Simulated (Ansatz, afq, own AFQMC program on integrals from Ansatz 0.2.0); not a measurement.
**NH$_{3}$⁺, quartet: AFQMC among the cluster methods**

```yaml
atoms:
  - { symbol: N, position_ang: [0.0000, 0.0000, 0.0000] }
  - { symbol: H, position_ang: [1.0240, 0.0138, -0.0001] }
  - { symbol: H, position_ang: [-0.5239, 0.8799, -0.0028] }
  - { symbol: H, position_ang: [-0.5001, -0.8937, 0.0028] }
```

Basis 6-31G. Noble-gas cores (and the filled d shells of Ga–Kr and In–Xe) are frozen. Integrals, coupled cluster, full CI and functionals: Ansatz 0.2.0; the random walks run on the same integrals in our own AFQMC program. ph-AFQMC/CISD is guided by a CISD state made of CCSD amplitudes; releasing the constraint for a short imaginary time cuts its bias at the price of noise, slowly where states lie close. ± is one standard error of the sampling.

Determinant: UHF, the one that the program's search chose, which needn't be the lowest solution. The geometry is a PBE0/def2-TZVP stationary point of this or a neighbouring charge and spin state.

Full CI on the same integrals is exact in this basis and with this determinant's frozen core.

Cautions: another spin lies lower (by 14.87 eV); strong correlation (T1 0.057, weight of the determinant 0.89, largest double 0.15); the ph-AFQMC/CISD walk drifts between its halves (2.5 errors).

* T1 diagnostic: 0.0571
* weight of the determinant in the CISD state: 0.891
* ⟨S²⟩ of the determinant: 3.757
* size of the correlated space: 7 electrons in 14 orbitals

```csv
level,correlation energy (eV)
MP2,-1.7630
CCSD,-2.3008
CCSD(T),-2.3527
```

Question: Estimate where phaseless AFQMC with the Hartree–Fock trial lies against CCSD(T) on the same integrals.

Answer: 0.19 ± 0.53 kcal/mol below CCSD(T). The gap is under twice the noise, so this walk alone can't tell the two apart.

Reference: full CI, correlation energy -2.395 eV. The released energy is read at 2.40 1/Eh (meV from the phaseless value at times in 1/Eh: -7 ± 6 at 0.24, -6 ± 5 at 0.51, -8 ± 6 at 0.99, -12 ± 5 at 1.62, -11 ± 7 at 2.40).

```json
{"level": "CCSD(T)", "E − E(reference) (kcal/mol)": "0.97", "share of correlation (%)": "98.25"}
{"level": "ph-AFQMC/HF", "E − E(reference) (kcal/mol)": "0.77 ± 0.53", "share of correlation (%)": "98.60"}
{"level": "ph-AFQMC/CISD", "E − E(reference) (kcal/mol)": "0.59 ± 0.11", "share of correlation (%)": "98.93"}
{"level": "released AFQMC", "E − E(reference) (kcal/mol)": "0.33 ± 0.17", "share of correlation (%)": "99.40"}
```

A walk keeps the symmetry of its determinant, which the program's search chose and which needn't be the lowest solution, so a lower state of the same spin and another symmetry isn't excluded. Released energies are given only where the last usable release times agree within the noise; a slower fall can still hide under it.
